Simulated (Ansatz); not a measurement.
## Exact exchange and the HOMO–LUMO gap of CH3NO (formaldoxime)

CH3NO: 6 atoms, total charge 0, spin state singlet. As SMILES, `C=NO`. The coordinates come from a PBE0-D4/def2-TZVP relaxation. This is one conformer, not always the lowest.

The HOMO–LUMO gap y, in eV, basis def2-TZVP; a is the functional's share of exact exchange. Programs: Ansatz 0.2.0.

| functional | program | a | y (eV) |
| --- | --- | --- | --- |
| BLYP | Ansatz | 0 | 5.07 |
| revPBE | Ansatz | 0 | 5.13 |
| B3LYP | Ansatz | 0.2 | 7.05 |
| r2SCAN0 | Ansatz | 0.25 | 7.89 |
| PBE0 | Ansatz | 0.25 | ? |
| BHLYP | Ansatz | 0.5 | 9.99 |

Problem. Fit y = c + s·a to the known rows and predict PBE0.

Solution. 
1. Means of the 5 rows: a = 0.1900, y = 7.026.
2. Σ(Δa)² = 0.172, Σ(Δa·Δy) = 1.7028, so the slope is 1.7028/0.172 = 9.9.
3. Intercept: 7.026 − (9.9) × 0.1900 = 5.145. The largest residual of the fit is 0.27.
4. PBE0: 5.145 + (9.9) × 0.25 = 7.62 eV.

The run gave 7.58 eV, so the prediction is off by +0.04 eV, within the largest residual. Exact exchange lowers occupied levels and raises empty ones.
